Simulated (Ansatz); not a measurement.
**SiH3 (doublet): wave-function methods side by side at a displaced geometry (v1), cc-pVDZ**

The task here is to estimate one member of a computed series from the others.

Program: Ansatz 0.2.0, Gaussian basis. Level of theory: cc-pVDZ, core rule «outside noble gas», up to 5 orbitals frozen. These are calculated values, not measurements.

Plan: UHF; CCSD(T) on ROHF; CCSD(T) on UHF; BCCD(T) on ROHF; CISD; CCSDT(Q) on ROHF; CCSDT(Q) on UHF; CASSCF and MRCISD+Q, 7 electrons in 7 orbitals; CASSCF and NEVPT2, 7 electrons in 7 orbitals.

17 further runs of the same task are left out: 2 for a known fault of the program, 6 that didn't finish, 9 set aside as unsound or not needed.

## The system

The geometry is a PBE0/def2-TZVP stationary point (not a proven minimum) with its atoms shifted at random (size 0.040 Å).

4 atoms, charge 0, spin multiplicity 2.

Atoms are counted from 1 here; the program's logs count them from 0.

Bond lengths: Si1–H2 1.482 Å, Si1–H3 1.485 Å, Si1–H4 1.522 Å. Angles: H2–Si1–H3 110.8°, H2–Si1–H4 112.8°, H3–Si1–H4 113.7°.

Set-up of the first run:

in.yaml

```yaml
crystal:
  periodic: [false, false, false]
  atoms:
    - {symbol: Si, position_ang: [0.000393, -0.000301, -0.040857]}
    - {symbol: H, position_ang: [1.414817, -0.001789, 0.400844]}
    - {symbol: H, position_ang: [-0.673625, 1.262946, 0.352142]}
    - {symbol: H, position_ang: [-0.752131, -1.252768, 0.385475]}
basis:
  gaussian: {orbitals: cc-pVDZ}
magnetization: {spin_polarized: true, initial_magnetization: 1}
hamiltonian: {xc: hf}
output: {orbitals: {seedname: orbitals}}
```

Started as:

```console
ansatz run in.yaml --threads 1 --pin off --events-out ev --progress --plain --max-ram 2393MiB
```

Steps of the session up to this table: UHF; CCSD(T) on ROHF; CCSD(T) on UHF; BCCD(T) on ROHF; CISD; CCSDT(Q) on ROHF; CCSDT(Q) on UHF; CASSCF and MRCISD+Q, 7 electrons in 7 orbitals; CASSCF and NEVPT2, 7 electrons in 7 orbitals.

One of the session's tables, all rows but one given; the rest of the session is left out.

```
          method  from UCCSDT(Q) (meV)
            ROHF               +3420.2
             UHF               +3378.9
            RMP2                +813.0
            UMP2                +806.8
            CISD                +207.5
           RCCSD                 +79.2
           UCCSD                     ?
        RCCSD(T)                 +18.6
        UCCSD(T)                 +18.3
         BCCD(T)                 +18.3
          RCCSDT                  +1.6
          UCCSDT                  +1.3
       RCCSDT(Q)                  +0.3
       UCCSDT(Q)                     0
  CASSCF valence               +2228.9
  NEVPT2 valence                +717.4
  MRCISD valence                +101.3
MRCISD+Q valence                  +7.6
```

Estimate the missing values for UCCSD.

As computed: from UCCSDT(Q) (meV): +78.3. In the column «from UCCSDT(Q) (meV)» it lies between RCCSD(T) (+18.6) and RCCSD (+79.2).

To keep in mind: Restricted and unrestricted rows rest on different reference determinants; where their highest levels disagree by more than a few hundredths of an eV, they describe different states and don't form one ladder.
